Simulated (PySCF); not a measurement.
# H₅NF+, a complex of two parts: interaction energy

The task here is to estimate one member of a computed series from the others.

Programs: PySCF 2.14.0. All values are calculated, for the isolated system unless a continuum is named. Atoms count from 0, parts from 1.

## The system as given

7 atoms, charge 1, multiplicity 1; geometry: GFN2-xTB. Parts: 1 = atoms 0–4, `[NH4+]`, charge 1; 2 = atoms 5–6, `F`, charge 0.

The first run:

What the job is given:

```
{"job": {"xc": "PBE0", "basis": "def2-TZVPD", "d3": "d3bj", "grid": 3, "kind": "geom", "shake": 0.01}, "charge": 1, "multiplicity": 1, "parts": [{"atoms": "0-4", "charge": 1, "multiplicity": 1}, {"atoms": "5-6", "charge": 0, "multiplicity": 1}]}
N     -0.070814    -0.033253     0.114395
H     -0.716762    -0.661266    -0.389115
H      0.056158     0.820638    -0.476793
H     -0.488417     0.272216     0.995647
H      0.813660    -0.486970     0.290824
F      2.334702    -1.267359     0.613715
H      3.166191    -1.700107     0.785436
```

Launch:

```
OMP_NUM_THREADS=1 python cluster_run.py task.json out
```

One launch serves the whole session: the jobs run in the order shown.

Steps of the session up to this table: Relaxing the molecule at PBE0-D3(BJ)/def2-TZVPD; Coupled-cluster interaction energy: CCSD(T) and MP2, 1.73 Å; Coupled-cluster interaction energy: CCSD(T) and MP2, 1.82 Å; Coupled-cluster interaction energy: CCSD(T) and MP2, 1.90 Å; Coupled-cluster interaction energy: CCSD(T) and MP2, 1.64 Å; Coupled-cluster interaction energy: CCSD(T) and MP2, 2.16 Å; Coupled-cluster interaction energy: CCSD(T) and MP2, 1.56 Å; Coupled-cluster interaction energy: CCSD(T) and MP2, 2.60 Å; Coupled-cluster interaction energy: CCSD(T) and MP2, 3.46 Å.

One table of the session follows, with a row left open; its other results are not shown here.

It belongs to the step «Coupled-cluster interaction energy: CCSD(T) and MP2, 3.46 Å». 

```
                 method  interaction energy (kcal/mol)
         HF/aug-cc-pVDZ                          -5.21
        MP2/aug-cc-pVDZ                          -4.90
       CCSD/aug-cc-pVDZ                          -4.90
    CCSD(T)/aug-cc-pVDZ                              ?
         HF/aug-cc-pVQZ                          -5.21
        MP2/aug-cc-pVQZ                          -4.96
    SCS-MP2/aug-cc-pVQZ                          -4.93
      MP2, extrapolated                          -4.98
CCSD(T), limit estimate                          -4.94
```

Estimate the missing values for CCSD(T)/aug-cc-pVDZ.

The run gave: interaction energy (kcal/mol): -4.87. In the column «interaction energy (kcal/mol)» it is the highest.
